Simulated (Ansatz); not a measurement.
# CH₅B + SiH₄: a complex and its separated parts

The complex below is one end of an elementary step. How strongly is it bound against its free parts?

The runs use Ansatz 0.2.0, Gaussian basis; PBE0-D4/def2-TZVP structures, single points in def2-TZVPP, no counterpoise correction.

Levels: SPW92, PBE-D4, BLYP-D4, r2SCAN-D4, B97M-V, PBE0-D4, B3LYP-D4, r2SCAN0-D4, BHLYP-D4, CAM-B3LYP-D4, wB97X-V, wB97M-V, B2PLYP, PBE-QIDH, RPA on PBE, Hartree-Fock, MP2, CCSD, CCSD(T).

Correlated methods freeze the cores. B3LYP uses VWN-RPA correlation. B2PLYP carries no dispersion term here.

## (1) The system as given

The complex: 12 atoms, charge 0, spin multiplicity 1.

Atoms are counted from 1 here; the program's logs count them from 0.

Bond lengths: B1–Si2 2.176 Å, B1–H3 1.202 Å, B1–H4 1.235 Å, B1–H5 1.307 Å, B1–C6 1.593 Å, Si2–H5 1.634 Å, Si2–H7 1.478 Å, Si2–H8 1.495 Å, Si2–H9 1.479 Å, C6–H10 1.094 Å, C6–H11 1.094 Å, C6–H12 1.093 Å. Angles: Si2–B1–H3 118.4°, Si2–B1–H4 61.4°, Si2–B1–H5 48.4°, Si2–B1–C6 117.4°, H3–B1–H4 106.4°, H3–B1–H5 96.5°, H3–B1–C6 121.6°, H4–B1–H5 108.6°, H4–B1–C6 114.2°, H5–B1–C6 107.6°, B1–Si2–H5 36.8°, B1–Si2–H7 105.0°, B1–Si2–H8 123.1°, B1–Si2–H9 100.9°, H5–Si2–H7 114.3°, H5–Si2–H8 86.9°, H5–Si2–H9 121.6°, H7–Si2–H8 107.0° and more.

Geometry (Å):

```xyz
12
charge 0, multiplicity 1
B    -0.6265   -0.3867   -0.2470
Si    1.2625   -0.5926    0.8135
H    -1.1468   -1.3781   -0.6841
H    -0.6472   -0.4957    0.9832
H     0.5811   -0.6554   -0.6699
C    -1.0125    1.0644   -0.7802
H     1.1261   -1.8372    1.5998
H     2.5854   -0.6565    0.1206
H     1.2724    0.6541    1.6095
H    -0.4378    1.8725   -0.3181
H    -2.0669    1.2600   -0.5646
H    -0.8898    1.1513   -1.8627
```

Its parts: CH₅B holds atoms 1, 3, 4, 6, 10, 11, 12; SiH₄ holds atoms 2, 5, 7, 8, 9. Each part counts its atoms afresh in its own runs.

## (2) Relaxing CH₅B alone

Input file relax-a/in.yaml:

```yaml
crystal:
  periodic: [false, false, false]
  atoms:
    - {symbol: B, position_ang: [-0.626549, -0.386709, -0.247006]}
    - {symbol: H, position_ang: [-1.146769, -1.378100, -0.684139]}
    - {symbol: H, position_ang: [-0.647188, -0.495701, 0.983238]}
    - {symbol: C, position_ang: [-1.012537, 1.064368, -0.780157]}
    - {symbol: H, position_ang: [-0.437807, 1.872531, -0.318138]}
    - {symbol: H, position_ang: [-2.066889, 1.260032, -0.564632]}
    - {symbol: H, position_ang: [-0.889814, 1.151348, -1.862696]}
basis:
  gaussian: {orbitals: def2-TZVP}
hamiltonian: {xc: pbe0, dispersion: d4}
relax: {f_tol: 0.005, max_steps: 200}
```

The command line of these runs was not kept.

Further steps of the session: Relaxing SiH₄ alone; wB97M-V/def2-TZVPP; CCSD(T)/def2-TZVPP; Vibrations of CH₅B; Vibrations of SiH₄.

Q: Predict the outcome of this session. Wanted: complex less parts, CCSD(T)/def2-TZVPP; with zero-point energy; largest T1 diagnostic.

The runs gave:

| quantity | value |
| --- | --- |
| complex less parts, CCSD(T)/def2-TZVPP | -15.7 kJ/mol |
| with zero-point energy | +2.6 kJ/mol |
| largest T1 diagnostic | 0.011 |

At CCSD(T) the complex lies 15.7 kJ/mol below its parts. Among the functionals wB97X-V lands nearest to CCSD(T) (-1.4 kJ/mol) and SPW92 farthest (-71.4 kJ/mol). Mean unsigned error by rung: LDA 71.4, GGA 17.7, meta-GGA 13.5, hybrid 15.3, range-separated hybrid 3.5, double hybrid 12.5 kJ/mol. PBE-D4 gives a relative energy 32.0 kJ/mol too low, outside chemical accuracy (1 kcal/mol, 4.2 kJ/mol). No counterpoise was applied, and triple zeta lacks some correlation, so the CCSD(T) reference has a basis error of its own, and close matches with it are partly luck.
